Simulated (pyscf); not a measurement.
## Routes from `[SiH3][AsH][SiH3]` + `[H][H]`

Candidate steps break at most two bonds and form at most two. Each was searched with GFN2-xTB (tblite) first. Single points on ωB97X-D3(BJ)/def2-SVP structures (PySCF, gas phase). Energies: ωB97M-D3(BJ)/def2-TZVP, kcal/mol, from the separated reactants, singlet surface; ΔG‡ with ideal gas, 1 atm, RRHO with modes under 100 cm⁻¹ raised to 100, one conformer, R ln 2 for chiral ones without a mode under 150 cm⁻¹.

| products | type | ΔE‡ | ΔE | ΔG‡ 298 K | ΔG‡ 900 K | ν‡ (cm⁻¹) |
|---|---|---|---|---|---|---|
| H₃Si–AsH₂ + SiH₄ | four-centre exchange | 64.0 | +2.5 | 72.6 | 90.4 | 1451i |
| H₃Si–AsH–SiH₃ + H₂ | four-centre exchange | 66.8 | 0.0 | 75.7 | 94.3 | 1826i |

Plain bond fissions and candidates not yet searched are not listed, and one of them may be faster. Each barrier is that of the saddle found; lower ones may exist. Elements up to Kr have no core potential and no relativistic terms here.
